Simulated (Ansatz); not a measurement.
AlPO4 (P3₂21, No. 154), treated with LDA (plane waves, PAW; Ansatz, a quantum-chemistry and plane-wave program).

Run with plane-wave cutoff 520 eV, 6×6×4 k mesh (along the axes of the cell as run), perturbation theory, scalar-relativistic PAW data made under PBE.

Computed at the level's own relaxed cell.

**Question.** Give the computed high-frequency dielectric constant (mean over three axes) and static dielectric constant (mean over three axes).

**Answer.** 
high-frequency dielectric constant (mean over three axes): 2.47
static dielectric constant (mean over three axes): 4.80

Note: the relaxation could not lower the start's symmetry, so the cell can be a saddle point above a distorted one.

Cost on a shared machine: around 2.3 core-hours (rough).
